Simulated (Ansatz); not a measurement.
Results of rVV10 in Ansatz (plane waves, PAW) for rock-salt ZrC.

Numerical settings: plane-wave cutoff 520 eV, 20×20×20 k mesh, Fermi–Dirac smearing 0.05 eV, scalar-relativistic PAW data made under PBE.

Computed at the level's own relaxed cell.

**Question.** Give the computed equilibrium volume per atom, bulk modulus B0, lattice constant a and pressure derivative B′ of the bulk modulus.

**Answer.** 
equilibrium volume per atom: 13.30 Å³/atom
bulk modulus B0: 216 GPa
lattice constant a: 4.738 Å
pressure derivative B′ of the bulk modulus: 4.1

The run finds no gap.

Measured, for comparison: equilibrium volume per atom 12.95 Å³/atom, lattice constant a 4.696 Å (temperature not stated, no zero-point or thermal correction; as tabulated in Zhang et al. (2018), doi:10.1088/1367-2630/aac7f0); bulk modulus 223 GPa (temperature not stated, no zero-point or thermal correction, from single-crystal elastic constants, our sources range from 208 to 223; as tabulated in arXiv:1102.4063). Computed (rounded) less measured: equilibrium volume per atom +2.7 %, bulk modulus -3 % (inside the range of the sources held), lattice constant a +0.9 %.

Computed values are for the static lattice.

It cost roughly 80 core-seconds of CPU time.

Ansatz is a program for electronic structure.
